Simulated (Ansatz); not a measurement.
We consider 1T (CdI2-type) PtSe₂, described by PBE-D3(BJ) (Ansatz, a first-principles code, plane waves, PAW).

Run with plane-wave cutoff 520 eV, 12×12×8 k mesh (along the axes of the cell as run), Fermi–Dirac smearing 0.01 eV, scalar-relativistic PAW data made under PBE.

A third-order Birch–Murnaghan fit to the energies gives V0 = 19.791 Å³/atom, B0 = 59.2 GPa, B′ = 11.7.

```tsv
V (Å³/atom)	P (GPa)
19.001	…
19.397	…
19.793	0.00
20.189	…
20.584	…
```

Task: Estimate the withheld pressures from this fit; the answers are the runs' own values.

Result: 
- 19.001, P (GPa): 3.01
- 19.397, P (GPa): 1.35
- 20.189, P (GPa): -1.06
- 20.584, P (GPa): -1.80

The formula P = (3/2) B0 (x^(7/3) − x^(5/3)) [1 + (3/4)(B′ − 4)(x^(2/3) − 1)] with x = V0/V meets the computed pressures within 0.03 GPa when these rounded values are put in.

Shape and atoms are relaxed at each volume.

Note: the bulk modulus comes from volumes at which shape and atoms were relaxed.

Spin–orbit coupling is not included; it can open a gap where bands touch, and shift volumes and moduli.

The computed numbers hold no vibrational or temperature effects.
